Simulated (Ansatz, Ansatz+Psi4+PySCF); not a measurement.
```xyz
3

O     0.0367    1.1302    0.0000
H    -0.9175    1.3456    0.0000
Cl    0.0367   -0.6355    0.0000
```

Basis set: cc-pVTZ on H, O; cc-pV(T+d)Z on Cl (spherical functions). Correlated methods keep 6 orbitals frozen. Charge 0, multiplicity 1.

Computed with Ansatz (development build ahead of 0.2.0); each method stands on the lowest determinant of its kind that the runs found. Restricted open shells among the atoms or ions are ROHF, correlated in semicanonical orbitals with singles.

Task: Give the atomization energy at this shape (free ground-state atoms in the same class of orbitals less the molecule, no zero-point energy) of singlet HClO by RHF-CCSD(T), RHF-MP2, RHF.

Result:

```json
{"method": "RHF-CCSD(T)", "atomization energy": "6.77 eV"}
{"method": "RHF-MP2", "atomization energy": "7.00 eV"}
{"method": "RHF", "atomization energy": "3.53 eV"}
```
